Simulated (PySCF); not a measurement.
Gas-phase reaction: C₃H₆ (cyclic) + 3 C₂H₆ ⇌ 3 C₃H₈

Computed with PySCF (xtb for GFN2) and rigid-rotor harmonic-oscillator thermochemistry at 1 bar. The comparison is the NASA 1993 polynomial table, which mixes measured and estimated data. † marks an energy on the PBE0/def2-TZVP geometry and frequencies; other levels use their own. MP2 and CCSD(T) freeze the core. All species are closed-shell singlets. MP2 isn't extrapolated to the basis-set limit; its ΔH°(298 K) is -120.9 kJ in def2-SVP and -115.8 kJ in def2-TZVPP. CCSD(T) isn't extrapolated to the basis-set limit; its ΔH°(298 K) is -122.3 kJ in def2-SVP and -117.3 kJ in def2-TZVPP. The harmonic model lacks anharmonicity and excited electronic states, which grow with temperature; levels with a mode under 35 cm⁻¹ are left out. Internal rotation in C₂H₆, C₃H₈ is treated as a harmonic vibration of one conformer, which makes the entropy rough.

```tsv
level	ΔH°(298 K), kJ	minus table	ΔG°(1800 K), kJ
table	-115.8	-	73.5
BLYP/def2-TZVP†	-90.5	25.3	99.3
CCSD(T)/def2-SVP†	-122.3	-6.5	67.5
CCSD(T)/def2-TZVPP†	-117.3	-1.5	72.5
GFN2-xTB	-108.8	7.0	76.9
MP2/def2-TZVPP†	-115.8	0.0	74.0
PBE/def2-SVP	-111.5	4.3	80.6
LDA/def2-TZVP†	-133.3	-17.5	56.5
ωB97X-V/def2-TZVP†	-114.2	1.6	75.6
```
